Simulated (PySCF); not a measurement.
SH⁻: one state, many levels of theory

State: ¹Σ⁺ (singlet), closed shell. Set-up: H aug-pcseg-1, S aug-pcseg-1; no relativity (PySCF 2.14). De refers to H + S⁻ in their high-spin ground configurations, without counterpoise correction. A positive dipole points towards S; it is taken about the centre of mass and depends on that origin.

```json
{"Level": "RHF", "Re (Å)": "1.342", "ωe (cm⁻¹)": "2793", "De (eV)": "n/a", "μ (D)": "-0.49"}
{"Level": "RHF-MP2", "Re (Å)": "1.351", "ωe (cm⁻¹)": "2722", "De (eV)": "n/a", "μ (D)": "n/a"}
{"Level": "RHF-SCS-MP2", "Re (Å)": "1.353", "ωe (cm⁻¹)": "2698", "De (eV)": "n/a", "μ (D)": "n/a"}
{"Level": "RHF-CCSD", "Re (Å)": "1.356", "ωe (cm⁻¹)": "2658", "De (eV)": "n/a", "μ (D)": "n/a"}
{"Level": "RHF-CCSD(T)", "Re (Å)": "1.358", "ωe (cm⁻¹)": "2638", "De (eV)": "n/a", "μ (D)": "n/a"}
{"Level": "PBE", "Re (Å)": "1.369", "ωe (cm⁻¹)": "2574", "De (eV)": "3.91", "μ (D)": "-0.28"}
{"Level": "PW91", "Re (Å)": "1.368", "ωe (cm⁻¹)": "2574", "De (eV)": "3.92", "μ (D)": "-0.28"}
{"Level": "BLYP", "Re (Å)": "1.373", "ωe (cm⁻¹)": "2518", "De (eV)": "3.84", "μ (D)": "-0.23"}
{"Level": "r²SCAN", "Re (Å)": "1.357", "ωe (cm⁻¹)": "2656", "De (eV)": "3.92", "μ (D)": "-0.37"}
{"Level": "B3LYP", "Re (Å)": "1.361", "ωe (cm⁻¹)": "2612", "De (eV)": "3.88", "μ (D)": "-0.29"}
{"Level": "PBE0", "Re (Å)": "1.356", "ωe (cm⁻¹)": "2674", "De (eV)": "3.87", "μ (D)": "-0.36"}
```

The bond length runs from 1.342 Å (RHF) to 1.373 Å (BLYP). De spans 3.84 eV (BLYP, GGA) to 3.92 eV (PW91, GGA).

Correlated steps freeze 5 core orbitals. For an ion De counts to the pair picked by the measured ionisation energies or electron affinities, which need not be the lowest pair at this level. The highest Kohn–Sham level is positive in this anion. Much of that is self-interaction error, but it also means that the finite basis helps to hold the extra electron.

The whole job (state search and all levels along the bond) took about 0.62 min on 1 thread of Arm Neoverse V2 (shared host), peak memory 0.4 GiB.
